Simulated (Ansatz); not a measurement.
# One shape, several levels: SiCl (SMILES [Si]Cl)

Wanted: a comparison of 6 runs (UHF/STO-3G, UHF/3-21G, UHF/def2-SVP, UB3LYP/6-31G*, UPBE/pcseg-1, UPBE0/def2-SVP) of SiCl. 

Program for the calculation: Ansatz 0.2.0.

9 further runs of the same task are left out: 1 that didn't finish, 8 set aside as unsound or not needed. Runs told in other sessions of the task aren't counted.

## 1. The structure to begin with

SiCl has 2 atoms, charge 0, and is taken as a doublet. SMILES: `[Si]Cl`. Geometry: relaxed at PBE0-D4/def2-TZVP.

Bond lengths: Si1–Cl2 2.067 Å.

## 2. Energy and gradient at UHF/STO-3G (run 1)

run.yaml reads:

```yaml
crystal:
  periodic: [false, false, false]
  atoms:
    - {symbol: Si, position_ang: [0.881810, -0.293660, 0.452120]}
    - {symbol: Cl, position_ang: [-0.881810, 0.293660, -0.452120]}
basis:
  gaussian:
    orbitals: STO-3G
magnetization:
  spin_polarized: true
  initial_magnetization: 1
hamiltonian:
  xc: hf
accuracy: high
output:
  forces: true
  orbitals: {seedname: orbitals}
```

The run is started by

```bash
$ ansatz run run.yaml --threads 1 --pin off --max-ram 3480MiB --events-out events.jsonl --progress --plain --runs-dir runs
```

Output:

```text
Warning: RAYON_NUM_THREADS=1 ignored (pool sized by the plan → 1); use --threads N
Functional definition: HF
  name "HF"
  exchange = exact_x
  correlation = 0
298 factors; integrals over basis functions are off by at most 8.0e-9 eV
mean field evaluation 1: about -20140.3336 eV, gradient 6.1e0 eV
mean field evaluation 2: about -20140.3622 eV, gradient 6.1e0 eV
mean field evaluation 4: about -20140.8747 eV, gradient 3.1e-1 eV
mean field evaluation 8: about -20140.8761 eV, gradient 2.5e-6 eV
mean field -20140.87611890 eV, -740.1635453935 hartree, gradient 6.3e-8 eV, S^2 0.752659; 0 other end points of the search recorded, 0 dependent functions left out
the calculation of the forces begins
reference -20140.87611890 eV, -740.1635453935 hartree; 16, 15 occupied and 2, 3 virtual orbitals, 298 factors
Total energy: -20140.87611890 eV, -740.1635453935 hartree
Atom 0 at     0.881810    -0.293660     0.452120 Å, force     1.088299    -0.362425     0.557991 eV/Å
Atom 1 at    -0.881810     0.293660    -0.452120 Å, force    -1.088299     0.362425    -0.557991 eV/Å
Dipole moment:     0.552518    -0.183999     0.283286 e Å
```

Wall time 0.16 s (1 thread of Arm Neoverse V2, shared host).

## 3. Energy and gradient at UHF/3-21G (run 2)

molecule.yaml reads:

```yaml
crystal:
  periodic: [false, false, false]
  atoms:
    - {symbol: Si, position_ang: [0.881810, -0.293660, 0.452120]}
    - {symbol: Cl, position_ang: [-0.881810, 0.293660, -0.452120]}
basis:
  gaussian:
    orbitals: 3-21G.json
total_charge: 0
magnetization:
  spin_polarized: true
  initial_magnetization: 1
hamiltonian:
  xc: hf
accuracy: high
output: {forces: true, orbitals: {seedname: orbitals}}
```

The basis set 3-21G is read from a file made from the Basis Set Exchange's data (not shown).

The run is started by

```bash
$ ansatz run molecule.yaml --threads 1 --pin off --max-ram 3480MiB --events-out events.jsonl --progress --plain --runs-dir runs
```

Output:

```text
Warning: RAYON_NUM_THREADS=1 ignored (pool sized by the plan → 1); use --threads N
[... 4 set-up lines as earlier in the session ...]
513 factors; integrals over basis functions are off by at most 3.3e-9 eV
mean field evaluation 1: about -20263.6734 eV, gradient 6.8e0 eV
mean field evaluation 2: about -20263.6764 eV, gradient 6.8e0 eV
mean field evaluation 4: about -20264.1059 eV, gradient 7.8e-1 eV
mean field evaluation 8: about -20264.1181 eV, gradient 1.5e-2 eV
mean field evaluation 16: about -20255.8978 eV, gradient 1.2e1 eV
mean field evaluation 32: about -20264.0542 eV, gradient 2.7e0 eV
mean field -20264.11806122 eV, -744.6926032371 hartree, gradient 2.1e-8 eV, S^2 0.754665; 0 other end points of the search recorded, 0 dependent functions left out
the calculation of the forces begins
reference -20264.11806122 eV, -744.6926032371 hartree; 16, 15 occupied and 10, 11 virtual orbitals, 513 factors
Total energy: -20264.11806122 eV, -744.6926032371 hartree
Atom 0 at     0.881810    -0.293660     0.452120 Å, force     2.300515    -0.766116     1.179516 eV/Å
Atom 1 at    -0.881810     0.293660    -0.452120 Å, force    -2.300515     0.766116    -1.179516 eV/Å
Dipole moment:     0.411285    -0.136966     0.210873 e Å
```

Run time: 0.28 s. Hardware: 1 thread of Arm Neoverse V2, shared host.

## 4. Energy and forces at UHF/def2-SVP (run 3)

input.yaml reads:

```yaml
crystal:
  periodic: [false, false, false]
  atoms:
    - {symbol: Si, position_ang: [0.881810, -0.293660, 0.452120]}
    - {symbol: Cl, position_ang: [-0.881810, 0.293660, -0.452120]}
basis:
  gaussian: {orbitals: def2-SVP}
magnetization: {spin_polarized: true, initial_magnetization: 1}
hamiltonian: {xc: hf}
accuracy: high
output: {forces: true, orbitals: {seedname: orbitals}}
```

The run is started by

```bash
$ ansatz run input.yaml --threads 1 --pin off --max-ram 3480MiB --events-out events.jsonl --progress --plain --runs-dir runs
```

Output:

```text
Warning: RAYON_NUM_THREADS=1 ignored (pool sized by the plan → 1); use --threads N
[... 4 set-up lines as earlier in the session ...]
561 factors; integrals over basis functions are off by at most 3.9e-9 eV
mean field evaluation 1: about -20358.4235 eV, gradient 7.7e0 eV
mean field evaluation 2: about -20358.4281 eV, gradient 7.7e0 eV
mean field evaluation 4: about -20358.9739 eV, gradient 1.1e0 eV
mean field evaluation 8: about -20358.9963 eV, gradient 7.6e-4 eV
mean field evaluation 16: about -20358.3148 eV, gradient 3.2e0 eV
mean field evaluation 32: about -20358.4232 eV, gradient 7.7e0 eV
mean field -20358.99631740 eV, -748.1793148410 hartree, gradient 2.6e-8 eV, S^2 0.767056; 0 other end points of the search recorded, 0 dependent functions left out
the calculation of the forces begins
reference -20358.99631740 eV, -748.1793148410 hartree; 16, 15 occupied and 20, 21 virtual orbitals, 561 factors
Total energy: -20358.99631740 eV, -748.1793148410 hartree
Atom 0 at     0.881810    -0.293660     0.452120 Å, force     0.392503    -0.130711     0.201243 eV/Å
Atom 1 at    -0.881810     0.293660    -0.452120 Å, force    -0.392503     0.130711    -0.201243 eV/Å
Dipole moment:     0.204307    -0.068038     0.104752 e Å
```

Run time: 0.38 s. Hardware: 1 thread of Arm Neoverse V2, shared host.

Runs 4 to 5 aren't shown in full; the table further down has their settings and results.

## 5. Energy and gradient at UPBE0/def2-SVP (run 6)

in.yaml reads:

```yaml
crystal:
  periodic: [false, false, false]
  atoms:
    - symbol: Si
      position_ang: [0.881810, -0.293660, 0.452120]
    - symbol: Cl
      position_ang: [-0.881810, 0.293660, -0.452120]
basis:
  gaussian: {orbitals: def2-SVP}
output: {forces: true, orbitals: {seedname: orbitals}}
accuracy: high
magnetization: {spin_polarized: true, initial_magnetization: 1}
hamiltonian: {xc: pbe0}
```

The run is started by

```bash
$ ansatz run in.yaml --threads 1 --pin off --max-ram 3480MiB --events-out events.jsonl --progress --plain --runs-dir runs
```

Output:

```text
Warning: RAYON_NUM_THREADS=1 ignored (pool sized by the plan → 1); use --threads N
Functional definition: PBE0
  name "PBE0"
  parameter a = 0.25
  parameter kappa = 0.804
  parameter beta = 0.06672455060314922
  exchange = (1 - a)*pbe_x(kappa = kappa, mu = beta*pi^2/3) + a*exact_x
  correlation = pbe_c(beta = beta)
561 factors; integrals over basis functions are off by at most 3.9e-9 eV
mean field evaluation 1: about -20385.1254 eV, gradient 6.0e0 eV
mean field evaluation 2: about -20385.0511 eV, gradient 7.2e0 eV
mean field evaluation 4: about -20385.3600 eV, gradient 2.6e-1 eV
mean field evaluation 8: about -20385.4082 eV, gradient 4.7e-3 eV
mean field evaluation 16: about -20385.4083 eV, gradient 1.1e-6 eV
mean field -20385.40825072 eV, -749.1499354881 hartree, gradient 1.7e-8 eV, S^2 0.755212; 0 other end points of the search recorded, 0 dependent functions left out
the calculation of the forces begins
reference -20385.40825220 eV, -749.1499355423 hartree; 16, 15 occupied and 20, 21 virtual orbitals, 561 factors
Total energy: -20385.40825220 eV, -749.1499355423 hartree
Atom 0 at     0.881810    -0.293660     0.452120 Å, force     0.265228    -0.088326     0.135987 eV/Å
Atom 1 at    -0.881810     0.293660    -0.452120 Å, force    -0.265228     0.088326    -0.135987 eV/Å
Dipole moment:     0.134106    -0.044660     0.068759 e Å
```

Run time: 2.5 s. Hardware: 1 thread of Arm Neoverse V2, shared host; peak memory 0.13 GiB.

## 6. Overview of the runs

```csv
run,level,energy (Eh),dipole moment (D),HOMO energy (eV),LUMO energy (eV),wall time
1,UHF/STO-3G,-740.163545,3.11,-5.16,5.12,0.16 s
2,UHF/3-21G,-744.692603,2.32,-8.14,-0.32,0.28 s
3,UHF/def2-SVP,-748.179315,1.15,-7.77,0.27,0.38 s
4,UB3LYP/6-31G* (spherical functions),-749.655651,1.01,-4.90,-3.22,3.9 s
5,UPBE/pcseg-1,-749.301956,0.77,-4.20,-4.02,2.6 s
6,UPBE0/def2-SVP,-749.149936,0.75,-5.10,-2.97,2.5 s
```

## 7. Outcome

| quantity | value |
| --- | --- |
| run 6: total energy | -749.14994 Eh |
| run 6: dipole moment | 0.75 D |
| run 6: HOMO energy (highest over α and β) | -5.10 eV |
| run 6: LUMO energy (lowest over α and β) | -2.97 eV |
| run 6: ⟨S²⟩ | 0.755 |
| run 6: largest force on an atom | 0.311 eV/Å |

In words: The dipole moment (its size) runs from 0.75 D (UPBE0/def2-SVP) to 3.11 D (UHF/STO-3G). The two ends differ in method and basis. Totals of different functionals can't be ranked against each other. In run 1 the basis is minimal, so the values are rough. All runs together took 9.8 s, the longest 3.9 s.
